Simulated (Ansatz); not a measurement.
# C6H12 (SMILES CC1CCCC1): levels of theory compared

Wanted: a comparison of 6 runs (HF/3-21G, B3LYP/6-31G*, BHLYP/6-31G*, CAM-B3LYP/6-31G*, r2SCAN/6-31G*, CCSD(T)/6-31G*) of C6H12. 

The results are computed with Ansatz 0.2.0.

19 further runs of the same task are left out: 1 that didn't finish, 18 set aside as unsound or not needed.

## 1. The structure to begin with

C6H12 has 18 atoms, charge 0, and is taken as a singlet. SMILES: `CC1CCCC1`. The C1–H9 distance was set to 1.968 Å, away from the relaxed value. At this shape a bond of the SMILES string is far longer than usual.

Some bond lengths: C1–C2 1.514 Å, C2–C3 1.526 Å, C3–C4 1.532 Å, C4–C5 1.547 Å, C2–C6 1.526 Å, C5–C6 1.532 Å, C1–H7 1.095 Å, C1–H8 1.093 Å, C2–H10 1.099 Å, C3–H11 1.097 Å, C3–H12 1.093 Å, C4–H13 1.093 Å, C4–H14 1.092 Å, C5–H15 1.093 Å, C5–H16 1.092 Å, C6–H17 1.093 Å. Some angles: C1–C2–C3 114.7°, C1–C2–C6 114.6°, C3–C2–C6 101.9°, C2–C3–C4 104.7°, C3–C4–C5 105.6°, C4–C5–C6 105.6°, C2–C6–C5 104.8°, C1–C2–H10 109.0°, C3–C2–H10 108.1°, C6–C2–H10 108.1°.

## 2. The energy at HF/3-21G (run 1)

File input.yaml:

```yaml
crystal:
  periodic: [false, false, false]
  atoms:
    - {symbol: C, position_ang: [1.097984, -1.446312, -0.594500]}
    - {symbol: C, position_ang: [0.545764, -0.037322, -0.535320]}
    - {symbol: C, position_ang: [0.295164, 0.605888, -1.896420]}
    - {symbol: C, position_ang: [-0.597876, 1.813478, -1.595770]}
    - {symbol: C, position_ang: [-1.336016, 1.467278, -0.280890]}
    - {symbol: C, position_ang: [-0.824386, 0.081468, 0.126700]}
    - {symbol: H, position_ang: [0.415084, -2.103392, -1.142460]}
    - {symbol: H, position_ang: [2.066384, -1.476792, -1.100810]}
    - {symbol: H, position_ang: [1.340610, -2.203190, 1.205640]}
    - {symbol: H, position_ang: [1.249684, 0.599508, 0.018810]}
    - {symbol: H, position_ang: [-0.237316, -0.114062, -2.529590]}
    - {symbol: H, position_ang: [1.216044, 0.874068, -2.420150]}
    - {symbol: H, position_ang: [0.011114, 2.711118, -1.462680]}
    - {symbol: H, position_ang: [-1.287606, 2.024818, -2.415230]}
    - {symbol: H, position_ang: [-1.099196, 2.202908, 0.491700]}
    - {symbol: H, position_ang: [-2.421186, 1.480748, -0.399880]}
    - {symbol: H, position_ang: [-0.790706, -0.060962, 1.209650]}
    - {symbol: H, position_ang: [-1.476766, -0.700492, -0.280160]}
basis:
  gaussian:
    orbitals: 3-21G.json
hamiltonian:
  xc: hf
accuracy: high
output:
  orbitals: {seedname: orbitals}
```

The basis set 3-21G is read from a file made from the Basis Set Exchange's data (not shown).

On the command line:

```console
ansatz run input.yaml --threads 1 --pin off --max-ram 3480MiB --events-out events.jsonl --progress --plain --runs-dir runs
```

The log of the run:

```text
Warning: RAYON_NUM_THREADS=1 ignored (pool sized by the plan → 1); use --threads N
Functional definition: HF
  name "HF"
  exchange = exact_x
  correlation = 0
2046 factors; integrals over basis functions are off by at most 4.5e-9 eV
mean field evaluation 1: about -6330.9057 eV, gradient 2.7e1 eV
mean field evaluation 2: about -6331.5966 eV, gradient 2.7e1 eV
mean field evaluation 4: about -6333.8043 eV, gradient 3.4e0 eV
mean field evaluation 8: about -6333.8369 eV, gradient 1.7e-1 eV
mean field evaluation 16: about -6333.8371 eV, gradient 2.2e-8 eV
mean field -6333.83709047 eV, -232.7642198459 hartree, gradient 2.2e-8 eV, S^2 0.000000; 0 other end points of the search recorded, 0 dependent functions left out
reference -6333.83709047 eV, -232.7642198459 hartree; 24, 24 occupied and 54, 54 virtual orbitals, 2046 factors
Total energy: -6333.83709047 eV, -232.7642198459 hartree
```

Wall time 2.2 s (1 thread of Arm Neoverse V1, shared host); peak memory 0.23 GiB.

## 3. The energy at B3LYP/6-31G(d) (spherical functions) (run 2)

Changes to input.yaml since step 2:

```diff
@@ -1 +1,4 @@
+basis:
+  gaussian:
+    orbitals: 6-31G_st_-spherical.json
 crystal:
@@ -21,9 +24,6 @@
     - {symbol: H, position_ang: [-1.476766, -0.700492, -0.280160]}
-basis:
-  gaussian:
-    orbitals: 3-21G.json
+total_charge: 0
 hamiltonian:
-  xc: hf
+  xc: {name: B3LYP}
 accuracy: high
-output:
-  orbitals: {seedname: orbitals}
+output: {orbitals: {seedname: orbitals}}
```

The basis set 6-31G* is read from a file made from the Basis Set Exchange's data (not shown).

On the command line:

```console
ansatz run input.yaml --threads 1 --pin off --max-ram 3480MiB --events-out events.jsonl --progress --plain --runs-dir runs
```

The log of the run:

```text
Warning: RAYON_NUM_THREADS=1 ignored (pool sized by the plan → 1); use --threads N
Functional definition: B3LYP
  name "B3LYP"
  parameter a0 = 0.2
  parameter ax = 0.72
  parameter ac = 0.81
  exchange = (1 - a0 - ax)*slater_x + ax*b88_x + a0*exact_x
  correlation = (1 - ac)*vwn_rpa_c + ac*lyp_c
2871 factors; integrals over basis functions are off by at most 3.2e-9 eV
mean field evaluation 1: about -6403.1031 eV, gradient 6.5e1 eV
mean field evaluation 2: about -6390.1472 eV, gradient 9.1e1 eV
mean field evaluation 4: about -6414.5422 eV, gradient 5.5e0 eV
mean field evaluation 8: about -6414.9665 eV, gradient 1.1e0 eV
mean field evaluation 16: about -6414.9701 eV, gradient 2.1e-4 eV
mean field -6414.97012630 eV, -235.7458039185 hartree, gradient 6.2e-8 eV, S^2 0.000000; 0 other end points of the search recorded, 0 dependent functions left out
reference -6414.97016897 eV, -235.7458054867 hartree; 24, 24 occupied and 84, 84 virtual orbitals, 2871 factors
Total energy: -6414.97016897 eV, -235.7458054867 hartree
```

Run time: 17 s. Hardware: 1 thread of Arm Neoverse V1, shared host; peak memory 0.48 GiB.

Runs 3 to 5 aren't shown in full; the table further down has their settings and results.

## 4. A single-point energy at CCSD(T)/6-31G(d) (spherical functions) (run 6)

File in.yaml:

```yaml
crystal:
  periodic: [false, false, false]
  atoms:
    - {symbol: C, position_ang: [1.097984, -1.446312, -0.594500]}
    - {symbol: C, position_ang: [0.545764, -0.037322, -0.535320]}
    - {symbol: C, position_ang: [0.295164, 0.605888, -1.896420]}
    - {symbol: C, position_ang: [-0.597876, 1.813478, -1.595770]}
    - {symbol: C, position_ang: [-1.336016, 1.467278, -0.280890]}
    - {symbol: C, position_ang: [-0.824386, 0.081468, 0.126700]}
    - {symbol: H, position_ang: [0.415084, -2.103392, -1.142460]}
    - {symbol: H, position_ang: [2.066384, -1.476792, -1.100810]}
    - {symbol: H, position_ang: [1.340610, -2.203190, 1.205640]}
    - {symbol: H, position_ang: [1.249684, 0.599508, 0.018810]}
    - {symbol: H, position_ang: [-0.237316, -0.114062, -2.529590]}
    - {symbol: H, position_ang: [1.216044, 0.874068, -2.420150]}
    - {symbol: H, position_ang: [0.011114, 2.711118, -1.462680]}
    - {symbol: H, position_ang: [-1.287606, 2.024818, -2.415230]}
    - {symbol: H, position_ang: [-1.099196, 2.202908, 0.491700]}
    - {symbol: H, position_ang: [-2.421186, 1.480748, -0.399880]}
    - {symbol: H, position_ang: [-0.790706, -0.060962, 1.209650]}
    - {symbol: H, position_ang: [-1.476766, -0.700492, -0.280160]}
basis:
  gaussian: {orbitals: 6-31G_st_-spherical.json}
correlation: {method: ccsd_t, frozen_orbitals: {C: 1, H: 0}}
accuracy: high
scf: {omitted_lower_state_checks: [cluster_reference, increment]}
```

The basis set 6-31G* is read from a file made from the Basis Set Exchange's data (not shown).

On the command line:

```console
ansatz run in.yaml --threads 1 --pin off --max-ram 3480MiB --events-out events.jsonl --progress --plain --runs-dir runs
```

The log of the run (excerpt; [...] marks lines left out):

```text
Warning: RAYON_NUM_THREADS=1 ignored (pool sized by the plan → 1); use --threads N
[... 2 set-up lines as earlier in the session ...]
[...]
2871 factors; integrals over basis functions are off by at most 3.2e-9 eV
[...]
mean field -6368.98734578 eV, -234.0559679026 hartree, gradient 7.5e-8 eV, S^2 0.000000; 0 other end points of the search recorded, 0 dependent functions left out; unrestricted orbitals would lower it
6 core orbitals not correlated: weight in the atoms' cores, before any rotation towards them, 1.000 or more for the frozen orbitals, at most 0.000 for the correlated occupied ones
reference -6368.98734578 eV, -234.0559679026 hartree; 18, 18 occupied and 84, 84 virtual orbitals, 2871 factors
second order -21.55815120 eV of doubles, -0.00000000 eV of singles
cycle   1  -22.77116204 eV  change    -1.2e0 eV  update   1.3e-1
[...]
cycle  24  -23.76593521 eV  change   -1.4e-9 eV  update   1.1e-9
perturbative correction -0.81865476 eV, -0.0300850075 hartree
Total energy: -6393.57193574 eV, -234.9594349198 hartree
Checks for a lower state left out: cluster_reference, increment
```

Run time: 94 s. Hardware: 1 thread of Arm Neoverse V1, shared host; peak memory 1.1 GiB.

## 5. The series

| run | level | frozen core orbitals | energy (Eh) | HOMO energy (eV) | LUMO energy (eV) | HOMO–LUMO gap (eV) | wall time |
| --- | --- | --- | --- | --- | --- | --- | --- |
| 1 | HF/3-21G | – | -232.764220 | -9.57 | 3.03 | 12.60 | 2.2 s |
| 2 | B3LYP/6-31G* (spherical functions) | – | -235.745805 | -7.08 | -1.28 | 5.80 | 17 s |
| 3 | BHLYP/6-31G* (spherical functions) | – | -235.577711 | -8.24 | 0.04 | 8.28 | 16 s |
| 4 | CAM-B3LYP/6-31G* (spherical functions) | – | -235.588628 | -8.57 | 0.14 | 8.71 | 19 s |
| 5 | r2SCAN/6-31G* (spherical functions) | – | -235.584711 | -6.45 | -1.91 | 4.54 | 25 s |
| 6 | CCSD(T)/6-31G* (spherical functions) | 6 | -234.959435 | – | – | – | 94 s |

## 6. What came out

```
                                          quantity          value
                               run 6: total energy  -234.95943 Eh
run 6: correlation energy (6 core orbitals frozen)     -903.5 mEh
                             run 6: (T) correction     -30.09 mEh
                              run 6: T1 diagnostic          0.014
```

What this shows: Over runs 1, 2, 3, 4, 5 the HOMO–LUMO gap runs from 4.54 eV (r2SCAN/6-31G*) to 12.60 eV (HF/3-21G). The two ends differ in method and basis. Totals of different functionals can't be ranked against each other. In run 6 the log says that unrestricted orbitals would lower the reference, so the values rest on an unstable closed-shell determinant (other closed-shell runs at this shape may share the fault). In runs 1, 2, 3, 4, 5, 6 a closed-shell determinant meets a far-stretched bond, which it describes badly. All runs together took 2.9 min, the longest 94 s.
